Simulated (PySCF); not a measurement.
H₂S, singlet, geometry from GFN2-xTB of the parent state; PBE/6-311G** (PySCF).

The PySCF input:
```python
from pyscf import gto, scf, dft

mol = gto.M(
    atom='''
S    -0.00757534    0.10361495   -0.00257768
H    -0.92914297   -0.90072190    0.04307107
H     1.05034843   -0.75711727   -0.00182812
''',
    basis='6-311g**',
    verbose=5,
)

mf = dft.RKS(mol)
mf.xc = 'pbe'
mf.kernel()
```

Task: Write the output that PySCF gives for this input, abridged.

Result: 
```
PySCF version 2.14.0

[INPUT] verbose = 5
[INPUT] max_memory = 4000
[INPUT] num. atoms = 3
[INPUT] num. electrons = 18
[INPUT] charge = 0
[INPUT] spin (= nelec alpha-beta = 2S) = 0
[INPUT] symmetry False subgroup None
[INPUT] Mole.unit = angstrom
[INPUT] Symbol           X                Y                Z      unit          X                Y                Z       unit  Magmom
[...]
[INPUT] ---------------- BASIS SET ----------------
[INPUT] l, kappa, [nprim/nctr], expnt,             c_1 c_2 ...
[INPUT] S
[...]
                                13961.7           0.005793
                                3169.91           0.029954
                                902.456           0.119028
                                297.158           0.368432
                                108.702           0.577299
[...]
                                43.1553           0.624465
                                18.1079           0.283366
[...]
                                117.221           0.064024
                                37.7749           0.277614
                                14.0584           0.745076
[...]
                                2.26297           0.443818
[...]
[INPUT] H
[...]
                                5.09479           0.190373
                                1.15879           0.852161
[...]
nuclear repulsion = 12.6827197922101
number of shells = 20
number of NR pGTOs = 61
number of NR cGTOs = 38
basis = 6-311g**
ecp = {}

******** <class 'pyscf.dft.rks.RKS'> ********
method = RKS
initial guess = minao
damping factor = 0
level_shift factor = 0
DIIS = <class 'pyscf.scf.diis.CDIIS'>
diis_start_cycle = 1
diis_space = 8
diis_damp = 0
SCF conv_tol = 1e-09
SCF conv_tol_grad = None
SCF max_cycles = 50
direct_scf = True
direct_scf_tol = 1e-13
XC library pyscf.dft.libxc version 7.1.2
    S. Lehtola, C. Steigemann, M. J. T. Oliveira, and M. A. L. Marques,  SoftwareX 7, 1–5 (2018)
XC functionals = pbe
    J. P. Perdew, K. Burke, and M. Ernzerhof,  Phys. Rev. Lett. 77, 3865 (1996)
    J. P. Perdew, K. Burke, and M. Ernzerhof,  Phys. Rev. Lett. 78, 1396 (1997)
    J. P. Perdew, K. Burke, and M. Ernzerhof,  Phys. Rev. Lett. 77, 3865 (1996)
    J. P. Perdew, K. Burke, and M. Ernzerhof,  Phys. Rev. Lett. 78, 1396 (1997)
radial grids:
    Treutler-Ahlrichs [JCP 102, 346 (1995); DOI:10.1063/1.469408] (M4) radial grids

becke partition: Becke, JCP 88, 2547 (1988); DOI:10.1063/1.454033
pruning grids: <function nwchem_prune>
grids dens level: 3
[...]
  1.42707193e-01  1.66806183e-01  2.31401427e-01  3.00532018e-01
  5.34798698e-01  5.72933147e-01  6.28736126e-01  6.48519201e-01
  8.37041881e-01  8.50457265e-01  1.25787468e+00  1.34206157e+00
  1.36081442e+00  1.37094768e+00  1.55201876e+00  1.55629289e+00
  1.59475244e+00  1.90115558e+00  2.05429970e+00  2.33144818e+00
  2.42948913e+00  7.68591095e+00  1.69661067e+01  1.70123769e+01
  1.70220047e+01  1.88184696e+02]
nelec by numeric integration = 17.999999981708363
E1 = -576.297429071823  E2 = 164.39143691966967  Ecoul = 190.5981840641788  Exc = -26.20674714450915
cycle= 7 E= -399.223272359943  delta_E= -1.15e-09  |g|= 3.45e-06  |ddm|= 6.39e-05
[...]
  mo_energy =
[-8.80477578e+01 -7.68362915e+00 -5.70609942e+00 -5.70242898e+00
 -5.69427534e+00 -6.80686417e-01 -4.08308291e-01 -3.30664397e-01
 -2.30405599e-01 -1.84378082e-02 -1.14676758e-02  1.25570463e-01
  1.42706831e-01  1.66805740e-01  2.31400463e-01  3.00531452e-01
  5.34797937e-01  5.72932160e-01  6.28735144e-01  6.48517989e-01
  8.37040734e-01  8.50456184e-01  1.25787326e+00  1.34206010e+00
  1.36081304e+00  1.37094656e+00  1.55201755e+00  1.55629216e+00
  1.59475130e+00  1.90115398e+00  2.05429823e+00  2.33144668e+00
  2.42948764e+00  7.68590957e+00  1.69661050e+01  1.70123754e+01
  1.70220034e+01  1.88184695e+02]
nelec by numeric integration = 17.999999981708715
E1 = -576.2974397754639  E2 = 164.3914476233055  Ecoul = 190.5981962256712  Exc = -26.206748602365685
cycle= 8 E= -399.223272359948  delta_E= -5.06e-12  |g|= 3.89e-07  |ddm|= 5.45e-06
[...]
  mo_energy =
[-8.80477576e+01 -7.68362897e+00 -5.70609924e+00 -5.70242879e+00
 -5.69427516e+00 -6.80686262e-01 -4.08308096e-01 -3.30664289e-01
 -2.30405550e-01 -1.84376996e-02 -1.14675650e-02  1.25570528e-01
  1.42706875e-01  1.66805763e-01  2.31400593e-01  3.00531551e-01
  5.34798026e-01  5.72932297e-01  6.28735244e-01  6.48518089e-01
  8.37040821e-01  8.50456342e-01  1.25787350e+00  1.34206031e+00
  1.36081321e+00  1.37094672e+00  1.55201766e+00  1.55629226e+00
  1.59475145e+00  1.90115425e+00  2.05429848e+00  2.33144694e+00
  2.42948790e+00  7.68590973e+00  1.69661052e+01  1.70123755e+01
  1.70220036e+01  1.88184695e+02]
nelec by numeric integration = 17.999999981708644
E1 = -576.2974398767753  E2 = 164.39144772461754  Ecoul = 190.59819620113242  Exc = -26.206748476514875
Extra cycle  E= -399.223272359948  delta_E= 5.68e-13  |g|= 3.02e-07  |ddm|= 7.85e-07
converged SCF energy = -399.223272359948
```
